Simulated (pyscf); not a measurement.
This saddle point was located with ωB97X-D3(BJ)/def2-SVP in PySCF.

```xyz
8

O      1.5648     0.6491     0.1002
O      1.4486     0.8364    -1.2708
H      1.4718     1.8021    -1.3599
C     -0.8494     0.2810     0.7342
H      0.5136     0.4624     0.4446
H     -1.1323     1.1592     1.3261
H     -0.8727    -0.6738     1.2717
H     -1.2415     0.2533    -0.2894
```
Charge 0, spin multiplicity 2.

Surface: doublet, charge 0. Lowest wavenumbers (cm⁻¹): 1816i, 47, 153, 311, 448.

Task: Name the species on either side of this saddle.

Result: •O–OH (SMILES [O]O) + CH₄ (SMILES C) ⇌ HO–OH (SMILES OO) + CH₃• (SMILES [CH3]), a hydrogen abstraction read from left to right: C–H broken and H–O formed. At CCSD(T)/def2-TZVPP + ΔMP2(QZVPP) it lies +1.15 eV from the left side and +0.35 eV from the right (each side as separated species at their lowest minima found). This is the saddle that the search found; another between the same sides may lie lower. The angle at the transferred H is 174°. The CCSD(T) − MP2 part came from Ansatz, without density fitting, on the same reference.
